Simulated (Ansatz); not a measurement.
This script for Ansatz's Python interface starts 2 runs on CH4SSi, SMILES C1[SiH2]S1. What input does the engine get in each?

`ch4ssi_cas.py`
```python
import ansatz

geometry_ang = [
    ("C", (-0.6825, -0.2161, -0.5297)),
    ("Si", (0.7388, 0.3964, 0.3418)),
    ("S", (-0.5772, -1.3303, 0.6722)),
    ("H", (-0.5036, -0.5125, -1.5592)),
    ("H", (-1.6079, 0.4524, -0.4872)),
    ("H", (0.5929, 1.2829, 1.5346)),
    ("H", (2.1007, -0.1407, -0.0182)),
]
system = ansatz.Crystal.molecule()
for symbol, xyz in geometry_ang:
    system = system.atom(symbol, xyz)

calculation = (
    system.calculation()
    .basis(gaussian="def2-SVP")
    .correlation(active_electrons=6, active_orbitals=6)
)
for method in [None, "sc_nevpt2"]:
    rep = (calculation if method is None else calculation.correlation(method)).run().report
    space = rep["configurations"]
    state = space["states"][0]
    print(method or "casscf", f"total {rep['free_energy_ev'] / 27.211386246:.6f} Ha, active-space state {state['energy']['hartree']:.6f} Ha, mean field {rep['reference_energy_ev'] / 27.211386246:.6f} Ha")
    print("  determinants", state["n_determinants"], " natural occupations", [round(n, 3) for n in space["natural_occupations"]])
print("effectively unpaired electrons, sum of min(n, 2 - n):", round(sum(min(n, 2 - n) for n in space["natural_occupations"]), 3))
```

Run 1:
```yaml
crystal:
  periodic: [false, false, false]
  atoms:
    - { symbol: C, position_ang: [-0.6825, -0.2161, -0.5297] }
    - { symbol: Si, position_ang: [0.7388, 0.3964, 0.3418] }
    - { symbol: S, position_ang: [-0.5772, -1.3303, 0.6722] }
    - { symbol: H, position_ang: [-0.5036, -0.5125, -1.5592] }
    - { symbol: H, position_ang: [-1.6079, 0.4524, -0.4872] }
    - { symbol: H, position_ang: [0.5929, 1.2829, 1.5346] }
    - { symbol: H, position_ang: [2.1007, -0.1407, -0.0182] }
basis:
  gaussian:
    orbitals: def2-SVP
correlation:
  active_space:
    window:
      electrons: 6
      orbitals: 6
```

Run 2, against run 1:
```diff
+  method: sc_nevpt2
```

`python ch4ssi_cas.py` gives:
```text
casscf total -726.417646 Ha, active-space state -726.417646 Ha, mean field -726.359299 Ha
  determinants 400  natural occupations [1.982, 1.977, 1.975, 0.025, 0.022, 0.019]
sc_nevpt2 total -726.717559 Ha, active-space state -726.417643 Ha, mean field -726.359299 Ha
  determinants 400  natural occupations [1.982, 1.977, 1.975, 0.025, 0.022, 0.019]
effectively unpaired electrons, sum of min(n, 2 - n): 0.133
```

Notes:
- Total energies depend on the basis set; only differences at equal settings carry meaning.
- The geometry is a force-field or estimated start, not a minimum of this method, and the basis set is short of its limit. The active space starts as a window about the frontier orbitals and is then optimised, not chosen by chemistry.
- Hardware and time: 20 s on 1 thread of Arm Neoverse V1, with other jobs on the host, peak memory 0.2 GiB.
